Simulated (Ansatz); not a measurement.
Density of states of V3O5 (Cc, a = 9.907 Å, b = 4.843 Å, c = 7.069 Å, α = 90.00°, β = 112.81°, γ = 90.00°), in states per eV and primitive cell, averaged over bins of 0.3 eV. Computed with DFT PBEsol, scalar-relativistic, plane waves, PAW (Ansatz 0.2.0).

Cutoff 420 eV; k points 8×8×6 on the computed 16-atom cell (Γ-centred); Gaussian smearing, width 0.10 eV; collinear spin from starting moments -1.07 -0.97 -1.14 1.07 0.97 1.14 0 0 0 0 0 0 0 0 0 0 μB.

The cell is relaxed at this level. The states (both spins) are summed by tetrahedra on a 12×12×9 mesh at the self-consistent density. Energies are bin centres; the table starts no lower than −8 eV and ends at 6 eV, or lower where the solved bands end.

It is a metal at this level.

```tsv
E − E_F (eV)	total	V 3d up	V 3d down	O 2p up	O 2p down	O 2s up	O 2s down	V 4s up
-7.90	7.21	0.76	0.76	2.59	2.59	0.02	0.02	0.19
-7.60	8.47	0.90	0.90	3.07	3.07	0.03	0.03	0.18
-7.30	13.98	1.49	1.49	5.08	5.08	0.06	0.06	0.25
-7.00	14.21	1.53	1.53	5.27	5.27	0.05	0.05	0.12
-6.70	12.07	1.38	1.38	4.43	4.43	0.04	0.04	0.09
-6.40	14.05	1.81	1.81	5.02	5.02	0.04	0.04	0.07
-6.10	15.07	1.86	1.86	5.47	5.47	0.05	0.05	0.07
-5.80	12.69	1.44	1.44	4.73	4.73	0.04	0.04	0.05
-5.50	12.46	1.21	1.21	4.82	4.82	0.05	0.05	0.06
-5.20	11.94	0.92	0.92	4.83	4.83	0.05	0.05	0.05
-4.90	11.70	0.76	0.76	4.89	4.89	0.05	0.05	0.04
-4.60	14.09	0.85	0.85	5.97	5.97	0.06	0.06	0.04
-4.30	14.13	0.79	0.79	6.09	6.09	0.05	0.05	0.03
-4.00	10.74	0.56	0.56	4.69	4.69	0.03	0.03	0.02
-3.70	11.88	0.63	0.63	5.19	5.19	0.03	0.03	0.02
-3.40	13.73	0.55	0.55	6.21	6.21	0.02	0.02	0.02
-3.10	1.27	0.04	0.04	0.58	0.58	0.00	0.00	0.00
-2.80	0.00	0.00	0.00	0.00	0.00	0.00	0.00	0.00
-2.50	0.00	0.00	0.00	0.00	0.00	0.00	0.00	0.00
-2.20	0.00	0.00	0.00	0.00	0.00	0.00	0.00	0.00
-1.90	0.00	0.00	0.00	0.00	0.00	0.00	0.00	0.00
-1.60	0.00	0.00	0.00	0.00	0.00	0.00	0.00	0.00
-1.30	0.00	0.00	0.00	0.00	0.00	0.00	0.00	0.00
-1.00	3.02	1.32	1.32	0.17	0.17	0.00	0.00	0.01
-0.70	8.65	3.83	3.83	0.43	0.43	0.02	0.02	0.02
-0.40	11.96	5.24	5.24	0.65	0.65	0.02	0.02	0.03
-0.10	11.13	4.86	4.86	0.62	0.62	0.02	0.02	0.02
0.20	11.00	4.71	4.71	0.70	0.70	0.03	0.03	0.02
0.50	9.97	4.17	4.17	0.72	0.72	0.03	0.03	0.02
0.80	12.63	5.40	5.40	0.79	0.79	0.04	0.04	0.03
1.10	11.59	4.95	4.95	0.73	0.73	0.04	0.04	0.03
1.40	13.45	5.96	5.96	0.63	0.63	0.05	0.05	0.03
1.70	14.67	6.32	6.32	0.85	0.85	0.07	0.07	0.04
2.00	9.50	3.87	3.87	0.72	0.72	0.08	0.08	0.03
2.30	7.15	2.77	2.77	0.51	0.51	0.21	0.21	0.02
2.60	9.11	3.35	3.35	0.77	0.77	0.32	0.32	0.02
2.90	12.87	4.59	4.59	1.28	1.28	0.41	0.41	0.03
3.20	9.68	3.39	3.39	1.06	1.06	0.26	0.26	0.02
3.50	12.33	4.21	4.21	1.53	1.53	0.27	0.27	0.03
3.80	10.10	3.36	3.36	1.43	1.43	0.13	0.13	0.02
4.10	10.79	3.55	3.55	1.61	1.61	0.10	0.10	0.02
4.40	9.89	3.23	3.23	1.51	1.51	0.07	0.07	0.02
4.70	0.53	0.17	0.17	0.08	0.08	0.00	0.00	0.00
5.00	0.00	0.00	0.00	0.00	0.00	0.00	0.00	0.00
5.30	0.14	0.00	0.00	0.00	0.00	0.02	0.02	0.04
5.60	0.28	0.00	0.00	0.01	0.01	0.05	0.05	0.08
```

The columns after the total are the main Löwdin projections on the occupied valence shells of the potentials; 3 others are left out. The rest of the total lies in those, in shells that are empty in the free atom, which aren't projected, and between the atoms.

Only this magnetic start was tried.

Whether V3O5 exists in this form wasn't checked.

Cost: 1 run of about 42 core-minutes, on Oxide Virtual Turin-like Processor (Zen 5) (shared hosts).